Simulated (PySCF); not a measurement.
## NH under electron impact: the energy ladder

r²SCAN in PySCF with def2-TZVPPD on every atom, for the lowest determinant that a PBE0 search found; no spin–orbit coupling.

```tsv
species	state (unpaired electrons)	Re (Å)	ωe (cm⁻¹)	energy of the minimum from the neutral (eV)	De (eV)	dissociates to
NH	triplet (π ↑↑)	1.041	3259	0.00	3.65	H + N
NH⁺	quartet (σ ↑, π ↑↑)	1.092	2687	13.42	3.83	H⁺ + N
```

Q: Work out the lowest energy to break NH into atoms, from its vibrational ground state.

A: D0 = De − ωe/2 = 3.65 − 0.20 = 3.45 eV (r²SCAN/def2-TZVPPD).

Q: Work out the ionisation energy of the H atom at this level and the threshold of dissociative ionisation.

A: IE(H) = 13.42 + 3.83 − 3.65 = 13.60 eV, so H⁺ + N + e⁻ appears at D0 + IE(H) = 17.05 eV (r²SCAN/def2-TZVPPD). The measured IE(H) is 13.598 eV (NIST ASD).

These are thermodynamic thresholds; the onsets seen under electron impact lie higher where the geometry changes, and cross-sections peak well above them.

For an ion De counts to the pair picked by the measured ionisation energies or electron affinities, which need not be the lowest pair at this level. States were picked by a PBE0 search and need not be the measured ground states.
